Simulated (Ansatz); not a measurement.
## What a trial cell of SrCrBr₂ relaxes into

The calculation used Ansatz, DFT PBE, scalar-relativistic, plane waves, PAW. Cutoff 420 eV, Γ-centred k mesh, Gaussian smearing, collinear spin, first started from parallel moments.

SrCrBr₂ was placed on the layered alpha-NaFeO2 structure type (R-3m, No. 166), with Sr in place of Na, Cr in place of Fe, Br in place of O, at a guessed volume.

```
CELL_PARAMETERS angstrom
2.02764 1.17066 7.13513
-2.02764 1.17066 7.13513
0.00000 -2.34132 7.13513
ATOMIC_POSITIONS crystal
Sr 0.00000 0.00000 0.00000
Cr 0.50000 0.50000 0.50000
Br 0.22200 0.22200 0.22200
Br 0.77800 0.77800 0.77800
```

Cell and atoms relax at zero pressure; the relaxation can't lower the symmetry of the start. After a coarse first stage the cell is made exact in the group found at 0.06 Å.

Formation energies are uncorrected and refer to the elements' standard structures at the same level.

Task: Which crystal results?

Result: It keeps R-3m (No. 166). The result still has the layered alpha-NaFeO2 structure. Conventional cell: a = 4.181 Å, c = 23.129 Å. Sr has 6 Br at 3.36 Å; around Cr lie 6 Br at 2.85 Å; around Br lie 3 Cr at 2.85 Å (next Sr at 3.36 Å).

```cif
data_structure
_symmetry_space_group_name_H-M 'R-3m:H'
_symmetry_Int_Tables_number 166
_cell_length_a 4.1805
_cell_length_b 4.1805
_cell_length_c 23.1293
_cell_angle_alpha 90.000
_cell_angle_beta 90.000
_cell_angle_gamma 120.000
_cell_volume 350.07
loop_
_atom_site_label
_atom_site_type_symbol
_atom_site_symmetry_multiplicity
_atom_site_Wyckoff_symbol
_atom_site_fract_x
_atom_site_fract_y
_atom_site_fract_z
_atom_site_occupancy
Sr1 Sr 3 a 0.00000 0.00000 0.00000 1
Cr1 Cr 3 b 0.66667 0.33333 0.83333 1
Br1 Br 6 c 0.33333 0.66667 0.89898 1
```

Task: What are its volume, energy, gap and moment?

Result: The volume per atom is 29.17 Å³. The density is 4.26 g/cm³. The energy over the elements is -0.56 eV/atom. The gap on the 12×12×12 mesh is 0 eV (a metal) and the net moment per atom is 1.08 μB. The largest site moment is 4.21 μB.

The final run used a 12×12×12 mesh on its 4-atom cell and 0.10 eV smearing. The k mesh leaves about 4 meV/atom of noise in metals. A structure relaxed within its symmetry needn't be a true minimum.

Cost: 3 runs of about 9.2 core-minutes in all, on Arm Neoverse V1 (shared hosts).